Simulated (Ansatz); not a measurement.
A made-up structure of CH$_{2}$NaO (charge -1), singlet:

O1  (1.741, 0.332, 0.126)
C2  (0.661, -0.189, 0.295)
Na3  (-2.661, 0.742, -1.173)
H4  (-1.945, 2.444, -0.489)
H5  (-0.032, 0.127, 1.101)
(Å)

It is relaxed with PBE-D4/def2-SVPD and then PBE0-D4/def2-TZVPD (Ansatz 0.2.0). Atoms count as bonded within 1.22 times the sum of their covalent radii (H–H: 0.88 Å). The end point is not checked to be a true minimum.

Problem. Does its bonding change? (Judge from chemistry; the calculation decides.)

Solution. The calculation gives: Yes. Formed: O1–Na3, C2–Na3; broken: none.

Where it ends: The first stage lowers the energy by 1.36 eV in 33 steps. It ends as CH₂NaO ([CH]1[O][NaH]1), total charge -1:
```csv
atom,x (Å),y (Å),z (Å)
O1,0.5518,-0.0316,-0.4353
C2,0.3561,0.2243,0.7639
Na3,-1.3885,1.2876,-0.4737
H4,-2.9288,2.2408,-1.4260
H5,1.1745,-0.2655,1.4308
```

Labels in which every atom is bracketed show which atoms are joined, not bond orders.

For scale, one of the runs: PBE0-D4/def2-TZVPD relaxation, 130 basis functions, launched by `ansatz run in.yaml --threads 2 --pin off --events-out ev --progress --plain --max-ram 4352MiB`. The run took about 25 s on 2 CPU threads of an Intel Xeon Platinum 8259CL (shared host).
